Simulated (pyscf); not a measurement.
Single points on ωB97X-D3(BJ)/def2-SVP structures (PySCF, gas phase).

Task: H₂B–NH₂ + H• → [H₂B–NH]• + H₂
Surface: doublet. Broken: H–N. Formed: H–H. Give ΔE‡ and ΔE from ωB97M-D3(BJ)/def2-TZVP, relative to the separated reactants.

Result: ΔE‡ = 20.9 kcal/mol, ΔE = +12.6 kcal/mol. Zero-point energy shifts the barrier by -2.6 kcal/mol. It is a hydrogen abstraction, with an imaginary mode of 1109i cm⁻¹. The same reactants have a lower exit, to [HB–NH₂]• + H₂ (barrier +10.8 kcal/mol at ωB97M-D3(BJ)/def2-TZVP, against +20.9 kcal/mol here). [H₂B–NH]• lies 8.3 kcal/mol over its isomer [HB–NH₂]• (electronic energy, ωB97M-D3(BJ)/def2-TZVP). This is the saddle that the search found; another between the same sides may lie lower. The angle at the transferred H is 177°.
